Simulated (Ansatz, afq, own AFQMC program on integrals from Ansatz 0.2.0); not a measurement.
# Where AFQMC and coupled cluster stand for AlNH₃, doublet

```yaml
atoms:
  - { symbol: Al, position_ang: [0.0000, -0.1040, 0.6488] }
  - { symbol: N, position_ang: [0.0000, 0.0875, -1.1147] }
  - { symbol: H, position_ang: [0.0000, 1.2565, 1.4988] }
  - { symbol: H, position_ang: [0.0000, 0.9771, -1.5913] }
  - { symbol: H, position_ang: [0.0000, -0.6657, -1.7833] }
```

Connectivity, by distances: AlH–NH2.

Basis cc-pVDZ. Noble-gas cores (and the filled d shells of Ga–Kr and In–Xe) are frozen. Ansatz 0.2.0 and our own AFQMC program on the same integrals; the CISD trial comes from CCSD amplitudes, and released means the phaseless constraint is let go. Free AFQMC starts from the CCSD state and is never constrained. Its projection time is finite, and what remains of the start isn't in its error. Error bars are statistical, one sigma.

Determinant: UHF, the one that the program's search chose, which needn't be the lowest solution. The geometry is a PBE0/def2-TZVP stationary point of this or a neighbouring charge and spin state.

No full CI on the walks' own integrals is used here; CCSDT(Q) serves as the reference and is uncertain by about the last step of the cluster series.

Cautions: the released energies move by 1.5 errors or more from one time to the next, so no released level is given (meV from the phaseless value at times in 1/Eh: 1 ± 4 at 0.24, -7 ± 4 at 0.51, -6.7 ± 2.1 at 0.99, 3 ± 3 at 1.62, -4 ± 4 at 2.40), though the last usable value meets CCSDT(Q) within the noise.

- T1 diagnostic: 0.0174
- weight of the determinant in the CISD state: 0.898
- ⟨S²⟩ of the determinant: 0.755
- size of the correlated space: 11 electrons in 41 orbitals

| level | correlation energy (eV) |
| --- | --- |
| MP2 | -6.1483 |
| CCSD | -6.7585 |
| CCSD(T) | -6.9260 |

(1) Estimate where phaseless AFQMC with the Hartree–Fock trial lies against CCSD(T) on the same integrals.

(1) 66.0 ± 24.4 meV below CCSD(T).

Reference: CCSDT(Q), correlation energy -6.960 eV.

```json
{"level": "CCSD(T)", "E − E(reference) (meV)": "34.1", "share of correlation (%)": "99.51"}
{"level": "CCSDT", "E − E(reference) (meV)": "16.2", "share of correlation (%)": "99.77"}
{"level": "ph-AFQMC/HF", "E − E(reference) (meV)": "-31.9 ± 24.4", "share of correlation (%)": "100.46"}
{"level": "ph-AFQMC/CISD", "E − E(reference) (meV)": "2.3 ± 5.3", "share of correlation (%)": "99.97"}
{"level": "free AFQMC", "E − E(reference) (meV)": "5.6 ± 2.9", "share of correlation (%)": "99.92"}
```

Free projections are given only where their last times agree within the noise and don't stop above the reference; a slow remainder of the start can still hide under it. A walk keeps the symmetry of its determinant, which the program's search chose and which needn't be the lowest solution, so a lower state of the same spin and another symmetry isn't excluded.
